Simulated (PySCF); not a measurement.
Species: 1-methylcyclopropene, C4H6.
Bonds: C1–C2, C2–C3 (double), C3–C4, C2–C4. Hydrogens: H5, H6, H7 on C1; H8 on C3; H9, H10 on C4.

The same species was optimised twice, with GFN2-xTB and with PBE0-D3(BJ)/def2-SVP (PySCF), and the same property calculations (PySCF, gas phase) were run on both structures.

```csv
coordinate,GFN2-xTB,PBE0-D3(BJ)/def2-SVP,change
C3–H8 (Å),1.061,1.087,+0.026
C4–H10 (Å),1.086,1.103,+0.017
C4–H9 (Å),1.086,1.103,+0.017
C1–H7 (Å),1.091,1.102,+0.011
C1–H5 (Å),1.091,1.102,+0.011
C1–H6 (Å),1.089,1.099,+0.010
C1–C2 (Å),1.465,1.470,+0.005
C3–C4 (Å),1.503,1.500,-0.003
C2–C4 (Å),1.502,1.501,-0.001
C2=C3 (Å),1.299,1.299,0.000
C2–C3–H8 (°),151.7,150.5,-1.2
C4–C3–H8 (°),143.9,145.1,+1.2
H5–C1–H7 (°),107.7,106.6,-1.1
C1–C2–C4 (°),142.6,143.7,+1.1
C1–C2–C3 (°),152.9,152.0,-0.9
C2–C1–H6 (°),110.9,111.7,+0.8
C2–C1–H7 (°),109.9,110.5,+0.6
C2–C1–H5 (°),109.9,110.4,+0.5
```

Rotational constants: A = 20834, B = 6425, C = 5238 MHz (GFN2-xTB) against A = 20714, B = 6375, C = 5204 MHz (PBE0-D3(BJ)/def2-SVP). Point groups within 0.08 Å: Cs and Cs. Atoms that the bonding makes alike are paired by their places after alignment.

On the GFN2-xTB structure: lowest singlet, TDDFT (eV) 6.48 [PBE0/def2-SVPD]; lowest triplet, Tamm–Dancoff (eV) 4.12 [PBE0/def2-SVPD]; isotropic polarisability (au) 46.4 [PBE0/def2-SVPD]; HOMO (eV) -6.83 [PBE0/def2-SVPD]; LUMO (eV) 0.46 [PBE0/def2-SVPD]; dipole (D) 0.90 [PBE0/def2-SVPD]; HOMO (eV) -6.82 [PBE0/pcSseg-1]; LUMO (eV) 0.55 [PBE0/pcSseg-1]; dipole (D) 0.91 [PBE0/pcSseg-1]; GIAO shielding of C1 (ppm) 171.6 [PBE0/pcSseg-1]; GIAO shielding of C2 (ppm) 60.4 [PBE0/pcSseg-1]; GIAO shielding of C3 (ppm) 79.4 [PBE0/pcSseg-1]; GIAO shielding of C4 (ppm) 178.2 [PBE0/pcSseg-1].

Problem. What do these properties become on the PBE0-D3(BJ)/def2-SVP structure?

Solution. 
| property | level | on GFN2-xTB | on PBE0-D3(BJ)/def2-SVP | change |
| --- | --- | --- | --- | --- |
| lowest singlet, TDDFT (eV) | PBE0/def2-SVPD | 6.48 | 6.44 | -0.04 |
| lowest triplet, Tamm–Dancoff (eV) | PBE0/def2-SVPD | 4.12 | 4.12 | 0.00 |
| isotropic polarisability (au) | PBE0/def2-SVPD | 46.4 | 47.3 | +0.9 |
| HOMO (eV) | PBE0/def2-SVPD | -6.83 | -6.82 | +0.01 |
| LUMO (eV) | PBE0/def2-SVPD | 0.46 | 0.44 | -0.02 |
| dipole (D) | PBE0/def2-SVPD | 0.90 | 0.92 | +0.02 |
| energy, GFN2-xTB geometry as zero (kcal/mol) | PBE0/def2-SVPD | 0.0 | -0.6 | -0.6 |
| HOMO (eV) | PBE0/pcSseg-1 | -6.82 | -6.81 | +0.01 |
| LUMO (eV) | PBE0/pcSseg-1 | 0.55 | 0.53 | -0.02 |
| dipole (D) | PBE0/pcSseg-1 | 0.91 | 0.94 | +0.03 |
| energy, GFN2-xTB geometry as zero (kcal/mol) | PBE0/pcSseg-1 | 0.0 | -0.3 | -0.3 |
| GIAO shielding of C1 (ppm) | PBE0/pcSseg-1 | 171.6 | 169.9 | -1.7 |
| GIAO shielding of C2 (ppm) | PBE0/pcSseg-1 | 60.4 | 59.3 | -1.1 |
| GIAO shielding of C3 (ppm) | PBE0/pcSseg-1 | 79.4 | 76.7 | -2.7 |
| GIAO shielding of C4 (ppm) | PBE0/pcSseg-1 | 178.2 | 174.6 | -3.6 |

The heavy atoms differ by 0.007 Å rms after alignment. Among all bonds C3–H8 changes most (+0.026 Å). Changes are differences of the printed values. Neither structure is proved a minimum here.
